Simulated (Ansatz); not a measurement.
# BH3: the cost of one run

Method: PBE0-D4/def2-TZVP structures, single points in def2-TZVPP, no counterpoise correction; program: Ansatz 0.2.0, Gaussian basis.

Levels: SPW92, PBE-D4, BLYP-D4, r2SCAN-D4, B97M-V, PBE0-D4, B3LYP-D4, r2SCAN0-D4, BHLYP-D4, CAM-B3LYP-D4, wB97X-V, wB97M-V, B2PLYP, PBE-QIDH, RPA on PBE, Hartree-Fock, MP2, CCSD, CCSD(T).

Correlated methods freeze the cores. B3LYP uses VWN-RPA correlation. B2PLYP carries no dispersion term here.

57 further runs of the same task are left out: 1 that didn't finish, 56 set aside as unsound or not needed.

**1. Starting geometry**

The complex: 8 atoms, charge 0, spin multiplicity 1.

Atoms are counted from 1 here; the program's logs count them from 0.

Bond lengths: B1–O2 1.599 Å, B1–H4 1.214 Å, B1–H5 1.208 Å, B1–H6 1.208 Å, O2–C3 1.214 Å, C3–H7 1.094 Å, C3–H8 1.096 Å. Angles: O2–B1–H4 104.9°, O2–B1–H5 103.0°, O2–B1–H6 103.0°, H4–B1–H5 115.4°, H4–B1–H6 115.4°, H5–B1–H6 113.0°, B1–O2–C3 122.8°, O2–C3–H7 118.8°, O2–C3–H8 120.3°, H7–C3–H8 120.9°.

As a file:

```
B    -1.03800    0.09486    0.42650
O     0.02970   -0.34343   -0.68079
C     1.22149   -0.14226   -0.56206
H    -0.38214    0.61915    1.30297
H    -1.77296    0.83372   -0.18355
H    -1.56213   -0.95094    0.72622
H     1.89310   -0.46984   -1.36053
H     1.61095    0.35893    0.33125
```

Its parts: BH3 holds atoms 1, 4, 5, 6; CH2O holds atoms 2, 3, 7, 8. Each part counts its atoms afresh in its own runs.

**2. Relaxing BH3 alone**

Contents of relax-a/in.yaml:

```yaml
crystal:
  periodic: [false, false, false]
  atoms:
    - {symbol: B, position_ang: [-1.038001, 0.094856, 0.426495]}
    - {symbol: H, position_ang: [-0.382140, 0.619152, 1.302966]}
    - {symbol: H, position_ang: [-1.772965, 0.833720, -0.183548]}
    - {symbol: H, position_ang: [-1.562132, -0.950943, 0.726218]}
basis:
  gaussian: {orbitals: def2-TZVP}
hamiltonian: {xc: pbe0, dispersion: d4}
relax: {f_tol: 0.005, max_steps: 200}
```

Command:

```bash
$ ansatz run in.yaml --threads 2 --pin off --events-out ev --progress --plain --max-ram 4352MiB
```

**Question.** How long does this run take on 2 threads of Arm Neoverse V2, shared host?

About 1.2 s.
